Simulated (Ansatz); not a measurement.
# A workflow on CH4 (methane)

Aim: a series of 46 runs (HF/STO-3G, UHF/STO-3G, HF/3-21G, UHF/3-21G, HF/6-31G*, UHF/6-31G*, B3LYP/6-31G*, UB3LYP/6-31G*, and more) of CH4. 

Program for the calculation: Ansatz 0.2.0.

## Step 1: The structure to begin with

The species is CH4 (5 atoms), meant as a singlet with charge 0. As SMILES, `C`. The shape is that of a PBE0-D4/def2-TZVP optimisation. The run starts from this shape.

Bond lengths: C1–H2 1.090 Å, C1–H3 1.090 Å, C1–H4 1.090 Å, C1–H5 1.090 Å. Angles: H2–C1–H3 109.5°, H2–C1–H4 109.5°, H2–C1–H5 109.5°, H3–C1–H4 109.5°, H3–C1–H5 109.5°, H4–C1–H5 109.5°.

## Step 2: A geometry optimisation at HF/STO-3G (run 1)

Input file input.yaml:

```yaml
crystal:
  periodic: [false, false, false]
  atoms:
    - {symbol: C, position_ang: [0.000000, -0.000000, -0.000000]}
    - {symbol: H, position_ang: [0.159000, -0.243200, 1.050200]}
    - {symbol: H, position_ang: [-1.006700, 0.395200, -0.132900]}
    - {symbol: H, position_ang: [0.119700, -0.899500, -0.603300]}
    - {symbol: H, position_ang: [0.728100, 0.747400, -0.313900]}
basis:
  gaussian:
    orbitals: STO-3G
hamiltonian:
  xc: hf
relax:
  f_tol: 0.002
output:
  orbitals: {seedname: orbitals}
```

On the command line:

```
$ ansatz run input.yaml --threads 1 --pin off --max-ram 3480MiB --events-out events.jsonl --progress --plain --runs-dir runs
```

Log:

```text
Warning: RAYON_NUM_THREADS=1 ignored (pool sized by the plan → 1); use --threads N
The last accepted step is kept in runs//last_step.txt (removed where the run ends without a failure and the disk answers)
[... 31 lines left out ...]
Total energy: -1081.02301982 eV, -39.7268632345 hartree
[... 5 lines left out ...]
Dipole moment:     0.000000     0.000000     0.000000 e Å
```

It took 1.7 s on 1 thread of Intel Xeon Platinum 8375C at 2.90GHz (Ice Lake), shared host.

Step by step:

```tsv
step	energy from the first frame kept (eV)	largest force (eV/Å)
1	0.0000	0.3025
2	-0.0040	0.0099
3	-0.0040	0.0001
```

After the run. Bond lengths: C1–H2 1.083 Å, C1–H3 1.083 Å, C1–H4 1.083 Å, C1–H5 1.083 Å. Angles: H2–C1–H3 109.5°, H2–C1–H4 109.5°, H2–C1–H5 109.5°, H3–C1–H4 109.5°, H3–C1–H5 109.5°, H4–C1–H5 109.5°.

## Step 3: The harmonic vibrations at HF/STO-3G (run 2)

Input file in.yaml:

```yaml
crystal:
  periodic: [false, false, false]
  atoms:
    - symbol: C
      position_ang: [0.000020, -0.000020, 0.000020]
    - symbol: H
      position_ang: [0.158020, -0.241761, 1.043814]
    - symbol: H
      position_ang: [-1.000548, 0.392810, -0.132110]
    - symbol: H
      position_ang: [0.118963, -0.894011, -0.599598]
    - symbol: H
      position_ang: [0.723644, 0.742882, -0.312026]
basis:
  gaussian: {orbitals: STO-3G}
hamiltonian: {xc: hf}
phonons: {temperatures: {t_min: 298.15, t_max: 298.15, t_step: 1}}
```

On the command line:

```
$ ansatz run in.yaml --threads 1 --pin off --max-ram 3480MiB --events-out events.jsonl --progress --plain --runs-dir runs
```

Log:

```text
Warning: RAYON_NUM_THREADS=1 ignored (pool sized by the plan → 1); use --threads N
[... 65 lines left out ...]
Total energy: -1081.02301982 eV, -39.7268632345 hartree
[... 5 lines left out ...]
Dipole moment:     0.000000    -0.000000    -0.000000 e Å
Vibrations: 1675.49 1675.49 1675.51 1903.53 1903.55 3525.62 3786.17 3786.17 3786.18 cm⁻¹, zero-point energy 1.470310 eV
```

It took 0.44 s on 1 thread of Intel Xeon Platinum 8375C at 2.90GHz (Ice Lake), shared host.

Runs 3 to 13 aren't shown in full; the table further down has their settings and results.

## Step 4: Vibrational wavenumbers at B3LYP/6-31G(d) (Cartesian functions) (run 14)

Input file job.yaml:

```yaml
crystal:
  periodic: [false, false, false]
  atoms:
    - {symbol: C, position_ang: [0.000020, -0.000019, 0.000020]}
    - {symbol: H, position_ang: [0.159515, -0.244050, 1.053690]}
    - {symbol: H, position_ang: [-1.010016, 0.396527, -0.133360]}
    - {symbol: H, position_ang: [0.120089, -0.902471, -0.605270]}
    - {symbol: H, position_ang: [0.730492, 0.749912, -0.314980]}
basis:
  gaussian:
    orbitals: "6-31G*"
hamiltonian:
  xc: {name: B3LYP}
phonons:
  temperatures: {t_min: 298.15, t_max: 298.15, t_step: 1}
```

On the command line:

```
$ ansatz run job.yaml --threads 1 --pin off --max-ram 3480MiB --events-out events.jsonl --progress --plain --runs-dir runs
```

Log:

```text
Warning: RAYON_NUM_THREADS=1 ignored (pool sized by the plan → 1); use --threads N
[... 68 lines left out ...]
Total energy: -1102.56140896 eV, -40.5183844364 hartree
[... 5 lines left out ...]
Dipole moment:    -0.000000     0.000000     0.000000 e Å
Vibrations: 1372.92 1372.93 1372.95 1593.05 1593.08 3053.28 3162.98 3162.99 3163.00 cm⁻¹, zero-point energy 1.230368 eV
```

It took 2.4 s on 1 thread of Intel Xeon Platinum 8375C at 2.90GHz (Ice Lake), shared host; peak memory 0.092 GiB.

Runs 15 to 45 aren't shown in full; the table further down has their settings and results.

## Step 5: The harmonic vibrations at PBE0/aug-cc-pVTZ (run 46)

Input file input.yaml:

```yaml
crystal:
  periodic: [false, false, false]
  atoms:
    - {symbol: C, position_ang: [0.000019, -0.000018, 0.000019]}
    - {symbol: H, position_ang: [0.158896, -0.243102, 1.049598]}
    - {symbol: H, position_ang: [-1.006094, 0.394987, -0.132842]}
    - {symbol: H, position_ang: [0.119623, -0.898966, -0.602919]}
    - {symbol: H, position_ang: [0.727656, 0.747000, -0.313756]}
basis:
  gaussian:
    orbitals: aug-cc-pVTZ
total_charge: 0
phonons:
  temperatures: {t_min: 298.15, t_max: 298.15, t_step: 1}
hamiltonian:
  xc: pbe0
```

On the command line:

```
$ ansatz run input.yaml --threads 1 --pin off --max-ram 3480MiB --events-out events.jsonl --progress --plain --runs-dir runs
```

Log:

```text
Warning: RAYON_NUM_THREADS=1 ignored (pool sized by the plan → 1); use --threads N
[... 7 lines left out ...]
453 factors; their error is unknown
[... 19 lines left out ...]
453 factors; their error is unknown
[... 10 lines left out ...]
453 factors; their error is unknown
[... 4 lines left out ...]
453 factors; their error is unknown
[... 4 lines left out ...]
453 factors; their error is unknown
[... 5 lines left out ...]
453 factors; their error is unknown
[... 4 lines left out ...]
453 factors; their error is unknown
[... 4 lines left out ...]
453 factors; their error is unknown
[... 9 lines left out ...]
Dipole moment:     0.000000    -0.000000    -0.000000 e Å
Vibrations: 1324.47 1324.47 1324.49 1551.16 1551.17 3042.85 3162.11 3162.11 3162.12 cm⁻¹, zero-point energy 1.215352 eV
```

It took 12 s on 1 thread of Intel Xeon Platinum 8375C at 2.90GHz (Ice Lake), shared host; peak memory 0.18 GiB.

## Step 6: The series

```tsv
run	level	task	walk f tol	partner	energy (Eh)	dipole moment (D)	wall time
1	HF/STO-3G	optimise	0.002	base	-39.726863	0.00	1.7 s
2	HF/STO-3G	frequencies	–	base	-39.726863	0.00	0.44 s
3	UHF/STO-3G	energy	–	cation	-39.238579	–	0.14 s
4	UHF/STO-3G	optimise	–	cation	-39.291970	–	0.67 s
5	HF/3-21G	optimise	0.002	base	-39.976870	0.00	0.38 s
6	HF/3-21G	frequencies	–	base	-39.976870	0.00	0.61 s
7	UHF/3-21G	energy	–	cation	-39.480416	–	0.22 s
8	UHF/3-21G	optimise	–	cation	-39.527122	–	0.97 s
9	HF/6-31G* (Cartesian functions)	optimise	0.002	base	-40.195172	0.00	0.59 s
10	HF/6-31G* (Cartesian functions)	frequencies	–	base	-40.195172	0.00	1.4 s
11	UHF/6-31G* (Cartesian functions)	energy	–	cation	-39.702276	–	0.97 s
12	UHF/6-31G* (Cartesian functions)	optimise	–	cation	-39.747586	–	1.1 s
13	B3LYP/6-31G* (Cartesian functions)	optimise	0.002	base	-40.518384	0.00	1.2 s
14	B3LYP/6-31G* (Cartesian functions)	frequencies	–	base	-40.518384	0.00	2.4 s
15	UB3LYP/6-31G* (Cartesian functions)	energy	–	cation	-39.999551	–	1.1 s
16	UB3LYP/6-31G* (Cartesian functions)	optimise	–	cation	-40.051987	–	4.2 s
17	PBE/def2-SVP	optimise	0.002	base	-40.415094	0.00	1.6 s
18	PBE/def2-SVP	frequencies	–	base	-40.415094	0.00	2.5 s
19	UPBE/def2-SVP	energy	–	cation	-39.907505	–	3.6 s
20	UPBE/def2-SVP	optimise	–	cation	-39.960573	–	6.9 s
21	MP2/6-31G* (Cartesian functions)	optimise	0.002	base	-40.332552	0.00	1.9 s
22	MP2/6-31G* (Cartesian functions)	frequencies	–	base	-40.332552	0.00	1.4 s
23	UMP2/6-31G* (Cartesian functions)	energy	–	cation	-39.816644	–	0.39 s
24	UMP2/6-31G* (Cartesian functions)	optimise	–	cation	-39.856660	–	1.7 s
25	SVWN5/def2-TZVP	optimise	0.002	base	-40.116311	0.00	2.7 s
26	SVWN5/def2-TZVP	frequencies	–	base	-40.116311	0.00	2.9 s
27	USVWN5/def2-TZVP	energy	–	cation	-39.601642	–	1.8 s
28	USVWN5/def2-TZVP	optimise	–	cation	-39.655793	–	4.2 s
29	BLYP/cc-pVTZ	optimise	0.002	base	-40.500772	0.00	2.6 s
30	BLYP/cc-pVTZ	frequencies	–	base	-40.500772	0.00	5.4 s
31	UBLYP/cc-pVTZ	energy	–	cation	-39.991669	–	6.9 s
32	UBLYP/cc-pVTZ	optimise	–	cation	-40.043785	–	13 s
33	r2SCAN/def2-TZVP	optimise	0.002	base	-40.499251	0.00	3.3 s
34	r2SCAN/def2-TZVP	frequencies	–	base	-40.499251	0.00	5.4 s
35	U-r2SCAN/def2-TZVP	energy	–	cation	-39.984938	–	6.6 s
36	U-r2SCAN/def2-TZVP	optimise	–	cation	-40.041169	–	11 s
37	wB97X-V/def2-TZVP	optimise	0.002	base	-40.515191	0.00	6 s
38	wB97X-V/def2-TZVP	frequencies	–	base	-40.515191	0.00	12 s
39	U-wB97X-V/def2-TZVP	energy	–	cation	-39.993988	–	11 s
40	U-wB97X-V/def2-TZVP	optimise	–	cation	-40.048260	–	32 s
41	CCSD/cc-pVDZ	optimise	0.002	base	-40.383849	0.00	7.2 s
42	CCSD/cc-pVDZ	frequencies	–	base	-40.383849	0.00	12 s
43	UCCSD/cc-pVDZ	energy	–	cation	-39.866215	–	1.5 s
44	UCCSD/cc-pVDZ	optimise	–	cation	-39.919823	–	58 s
45	PBE0/aug-cc-pVTZ	optimise	0.002	base	-40.474598	0.00	6.3 s
46	PBE0/aug-cc-pVTZ	frequencies	–	base	-40.474598	0.00	12 s
```

## Step 7: Outcome

```
                                                                                  quantity         value
                                                    run 46, PBE0/aug-cc-pVTZ: total energy  -40.47460 Eh
                                                   run 46, PBE0/aug-cc-pVTZ: dipole moment        0.00 D
                                        run 46, PBE0/aug-cc-pVTZ: largest force on an atom    0.000 eV/Å
                                      run 46, PBE0/aug-cc-pVTZ: lowest harmonic wavenumber     1324 cm⁻¹
                                     run 46, PBE0/aug-cc-pVTZ: highest harmonic wavenumber     3162 cm⁻¹
                                               run 46, PBE0/aug-cc-pVTZ: zero-point energy  117.3 kJ/mol
                             vertical ionisation energy (to the doublet cation), HF/STO-3G     13.287 eV
                              vertical ionisation energy (to the doublet cation), HF/3-21G     13.509 eV
                          vertical ionisation energy (to the doublet cation), PBE/def2-SVP     13.812 eV
                            vertical ionisation energy (to the doublet cation), MP2/6-31G*     14.039 eV
                       vertical ionisation energy (to the doublet cation), SVWN5/def2-TZVP     14.005 eV
         adiabatic ionisation energy (to the doublet cation, no zero-point term), HF/3-21G     12.238 eV
     adiabatic ionisation energy (to the doublet cation, no zero-point term), BLYP/cc-pVTZ     12.435 eV
adiabatic ionisation energy (to the doublet cation, no zero-point term), wB97X-V/def2-TZVP     12.706 eV
```

**Reading.** At HF/STO-3G: the vertical ionisation energy comes to 13.29 eV (306 kcal/mol). In a minimal basis such a difference can be off by several eV, whatever the method. At HF/3-21G: removing an electron at fixed nuclei costs 13.51 eV (1303 kJ/mol). At PBE/def2-SVP: removing an electron at fixed nuclei costs 13.81 eV (319 kcal/mol). At MP2/6-31G*: removing an electron at fixed nuclei costs 14.04 eV (1355 kJ/mol). At SVWN5/def2-TZVP: removing an electron at fixed nuclei costs 14.00 eV (323 kcal/mol). Totals of different functionals can't be ranked against each other. In runs 1, 2, 3, 4 the basis is minimal, so the values are rough. All runs together took 4.4 min, the longest 58 s.
